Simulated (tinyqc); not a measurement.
Worked calculation (part 2 of 2): RHF in the sto-6g basis, for H3O+, spin multiplicity 1. Computed by tinyqc, a small Python program that keeps every step (integrals from PySCF). Command: `OMP_NUM_THREADS=1 python tinyqc.py 29116 29117 out.jsonl` (the two numbers bound the seeds that draw the settings). One thread of a shared host (Intel(R) Xeon(R) Processor @ 2.60GHz), about 0.2 s of CPU time with the checks.

Geometry (angstrom):
```
atom,x,y,z
O,0.000000,0.000000,0.174000
H,1.009000,0.000000,0.000000
H,-0.505000,0.874000,0.000000
H,-0.505000,-0.874000,0.000000
```

## Iteration 2: DIIS over 2 matrices

error matrix X^T (FDS - SDF) X:
```
,1,2,3,4,5,6,7,8
1,0.000000,0.051429,0.000006,0.000000,-0.013601,-0.067448,-0.067416,-0.067416
2,-0.051429,0.000000,0.000005,0.000000,-0.006833,0.120778,0.120728,0.120728
3,-0.000006,-0.000005,0.000000,0.000000,0.000002,0.307263,-0.153709,-0.153709
4,0.000000,0.000000,0.000000,0.000000,0.000000,0.000000,0.266145,-0.266145
5,0.013601,0.006833,-0.000002,0.000000,0.000000,-0.040902,-0.040886,-0.040886
6,0.067448,-0.120778,-0.307263,0.000000,0.040902,0.000000,-0.000003,-0.000003
7,0.067416,-0.120728,0.153709,-0.266145,0.040886,0.000003,0.000000,0.000000
8,0.067416,-0.120728,0.153709,0.266145,0.040886,0.000003,0.000000,0.000000
```

B (overlaps of the stored error matrices):
```
,1,2
1,1.1415639e+01,-4.7749090e-01
2,-4.7749090e-01,6.9719840e-01
```

Minimise |sum c_i e_i|^2 with sum c_i = 1: solve [B -1; -1 0][c; lambda] = [0; -1] with B_ij = tr e_i^T e_j, and take F = sum c_i F_i.

DIIS coefficients: 0.089892  0.910108

extrapolated F (hartree), lower triangle:
```
,1O 1s,1O 2s,1O 2px,1O 2py,1O 2pz,2H 1s,3H 1s,4H 1s
1O 1s,-20.753829
1O 2s,-5.031744,-2.713792
1O 2px,-0.000003,-0.000028,-0.770291
1O 2py,0.000000,0.000000,0.000000,-0.770103
1O 2pz,0.009928,0.065805,0.000014,0.000000,-0.703002
2H 1s,-1.043622,-1.057129,-0.573513,0.000000,0.122324,-0.745031
3H 1s,-1.042667,-1.056472,0.286845,-0.496437,0.122241,-0.335827,-0.744629
4H 1s,-1.042667,-1.056472,0.286845,0.496437,0.122241,-0.335827,-0.335811,-0.744629
```

## Iteration 2: diagonalisation and new density

X, lower triangle:
```
,1O 1s,1O 2s,1O 2px,1O 2py,1O 2pz,2H 1s,3H 1s,4H 1s
1O 1s,1.023359
1O 2s,-0.142603,1.276461
1O 2px,-0.000003,0.000062,1.106392
1O 2py,0.000000,0.000000,0.000000,1.106230
1O 2pz,0.003241,-0.036168,-0.000012,0.000000,1.005118
2H 1s,0.017836,-0.247640,-0.249394,0.000000,0.035166,1.170295
3H 1s,0.017827,-0.247385,0.124683,-0.215792,0.035120,-0.058177,1.170076
4H 1s,0.017827,-0.247385,0.124683,0.215792,0.035120,-0.058177,-0.058178,1.170076
```

Diagonalise F' = X^T F X, C = X C', fill 5 alpha and 5 beta electrons from the bottom; D = 2 C_occ C_occ^T. Each column has its largest component positive (the first on a tie).

F' = X^T F X (hartree), lower triangle:
```
,1,2,3,4,5,6,7,8
1,-20.420703
2,-2.517633,-1.490576
3,0.000005,0.000067,-0.506302
4,0.000000,0.000000,0.000000,-0.506455
5,0.013419,-0.010360,-0.000009,0.000000,-0.689518
6,-0.166600,-0.461419,-0.495175,0.000000,0.080577,-0.241631
7,-0.166335,-0.461023,0.247613,-0.428567,0.080497,-0.079682,-0.241799
8,-0.166335,-0.461023,0.247613,0.428567,0.080497,-0.079682,-0.079648,-0.241799
```

orbital energies (hartree): MO1 -20.757285, MO2 -1.628308, MO3 -0.964592, MO4 -0.964362, MO5 -0.705417, MO6 0.089128, MO7 0.295757, MO8 0.296297

coefficients C:
```
,MO1,MO2,MO3,MO4,MO5,MO6,MO7,MO8
1O 1s,0.996445,-0.227076,0.000004,0.000000,-0.035812,-0.151044,0.000000,0.000153
1O 2s,0.016814,0.865812,-0.000059,0.000000,0.187570,1.024512,0.000000,-0.001186
1O 2px,0.000001,0.000020,0.698574,0.000000,0.000034,-0.000822,0.000000,-0.910706
1O 2py,0.000000,0.000000,0.000000,0.698677,0.000000,0.000000,0.910345,0.000000
1O 2pz,-0.001068,-0.066213,-0.000037,0.000000,0.978846,-0.229694,0.000000,0.000257
2H 1s,-0.002950,0.107621,0.405657,0.000000,-0.061268,-0.645624,0.000000,0.951160
3H 1s,-0.002947,0.107546,-0.202913,0.351371,-0.061263,-0.646542,-0.823048,-0.474680
4H 1s,-0.002947,0.107546,-0.202913,-0.351371,-0.061263,-0.646542,0.823048,-0.474680
```

D after iteration 2, lower triangle:
```
,1O 1s,1O 2s,1O 2px,1O 2py,1O 2pz,2H 1s,3H 1s,4H 1s
1O 1s,2.091499
1O 2s,-0.373135,1.570191
1O 2px,-0.000004,-0.000035,0.976011
1O 2py,0.000000,0.000000,0.000000,0.976298
1O 2pz,-0.042166,0.252514,0.000013,0.000000,1.925051
2H 1s,-0.050364,0.163229,0.566762,0.000000,-0.134219,0.359804
3H 1s,-0.050330,0.163172,-0.283499,0.490989,-0.134155,-0.133953,0.359926
4H 1s,-0.050330,0.163172,-0.283499,-0.490989,-0.134155,-0.133953,-0.133920,0.359926
```

## Iteration 8 (converged): orbitals

converged F (hartree), lower triangle:
```
,1O 1s,1O 2s,1O 2px,1O 2py,1O 2pz,2H 1s,3H 1s,4H 1s
1O 1s,-21.080680
1O 2s,-5.095386,-2.837274
1O 2px,-0.000004,-0.000052,-0.867679
1O 2py,0.000000,0.000000,0.000000,-0.867448
1O 2pz,0.011569,0.055824,0.000018,0.000000,-0.879838
2H 1s,-1.055057,-1.099720,-0.618617,0.000000,0.130264,-0.811300
3H 1s,-1.054091,-1.099026,0.309392,-0.535487,0.130173,-0.339365,-0.810841
4H 1s,-1.054091,-1.099026,0.309392,0.535487,0.130173,-0.339365,-0.339340,-0.810841
```

As before.

F' = X^T F X (hartree), lower triangle:
```
,1,2,3,4,5,6,7,8
1,-20.747588
2,-2.529727,-1.609326
3,0.000008,0.000040,-0.594033
4,0.000000,0.000000,0.000000,-0.594130
5,0.016406,-0.022435,-0.000005,0.000000,-0.865856
6,-0.167257,-0.470194,-0.514593,0.000000,0.084217,-0.295089
7,-0.166989,-0.469807,0.257328,-0.445410,0.084136,-0.070856,-0.295198
8,-0.166989,-0.469807,0.257328,0.445410,0.084136,-0.070856,-0.070817,-0.295198
```

orbital energies (hartree): MO1 -21.083786, MO2 -1.737800, MO3 -1.065974, MO4 -1.065730, MO5 -0.883437, MO6 0.045404, MO7 0.247219, MO8 0.247686

coefficients C:
```
,MO1,MO2,MO3,MO4,MO5,MO6,MO7,MO8
1O 1s,0.996652,-0.229065,0.000014,0.000000,-0.032500,-0.147382,0.000000,0.000124
1O 2s,0.015904,0.883846,-0.000104,0.000000,0.171753,1.011822,0.000000,-0.001000
1O 2px,0.000001,0.000048,0.702557,0.000000,0.000063,-0.000659,0.000000,-0.907637
1O 2py,0.000000,0.000000,0.000000,0.702643,0.000000,0.000000,0.907287,0.000000
1O 2pz,-0.001119,-0.061633,-0.000067,0.000000,0.981256,-0.220502,0.000000,0.000216
2H 1s,-0.002854,0.096631,0.401494,0.000000,-0.056727,-0.647926,0.000000,0.952821
3H 1s,-0.002851,0.096547,-0.200823,0.347775,-0.056740,-0.648612,-0.824574,-0.475671
4H 1s,-0.002851,0.096547,-0.200823,-0.347775,-0.056740,-0.648612,0.824574,-0.475671
```

D after iteration 8, lower triangle:
```
,1O 1s,1O 2s,1O 2px,1O 2py,1O 2pz,2H 1s,3H 1s,4H 1s
1O 1s,2.093685
1O 2s,-0.384380,1.621871
1O 2px,-0.000004,-0.000041,0.987172
1O 2py,0.000000,0.000000,0.000000,0.987415
1O 2pz,-0.037774,0.228082,0.000023,0.000000,1.933327
2H 1s,-0.046259,0.151153,0.564147,0.000000,-0.123286,0.347522
3H 1s,-0.046232,0.151126,-0.282178,0.488724,-0.123220,-0.136146,0.347653
4H 1s,-0.046232,0.151126,-0.282178,-0.488724,-0.123220,-0.136146,-0.136138,0.347653
```

## Convergence

Stop when the energy changes by less than 1e-09 hartree and every element of the error matrix X^T (F D S - S D F) X is below 9e-06.

Course of the cycle:
```
iteration,E (hartree),change,largest element of the error matrix
1,-72.00517212,-,1.09e+00
2,-75.92285720,-3.92e+00,3.07e-01
3,-76.03613309,-1.13e-01,2.89e-02
4,-76.03723528,-1.10e-03,4.73e-03
5,-76.03727395,-3.87e-05,2.94e-04
6,-76.03727425,-2.99e-07,3.88e-05
7,-76.03727425,-2.55e-09,1.17e-06
8,-76.03727425,-4.65e-12,8.19e-08
```

PySCF RHF in the same basis = -76.03727425 hartree

Converged in 8 iterations.

## Populations, bond orders and dipole

overlap S, lower triangle:
```
,1O 1s,1O 2s,1O 2px,1O 2py,1O 2pz,2H 1s,3H 1s,4H 1s
1O 1s,1.000000
1O 2s,0.231145,1.000000
1O 2px,0.000000,0.000000,1.000000
1O 2py,0.000000,0.000000,0.000000,1.000000
1O 2pz,0.000000,0.000000,0.000000,0.000000,1.000000
2H 1s,0.047560,0.434189,0.363378,0.000000,-0.062664,1.000000
3H 1s,0.047516,0.433940,-0.181725,0.314510,-0.062614,0.177802,1.000000
4H 1s,0.047516,0.433940,-0.181725,-0.314510,-0.062614,0.177802,0.177846,1.000000
```

Mulliken: Z minus the diagonal of D S on the atom; Loewdin: the same with S^(1/2) D S^(1/2); Mayer order: 2 sum_s sum (D(s) S)_ij (D(s) S)_ji over the two atoms.

Charges (e):
```
atom,Mulliken,Loewdin
1O,-0.274099,-0.020913
2H,0.424739,0.340277
3H,0.424680,0.340318
4H,0.424680,0.340318
```

Mayer bond orders:
```
pair,order
2-1,0.785820
3-1,0.785898
3-2,0.016888
4-1,0.785898
4-2,0.016888
4-3,0.016860
```

dipole moment about the origin, x y z (debye): -0.001994  0.000000  -0.531698
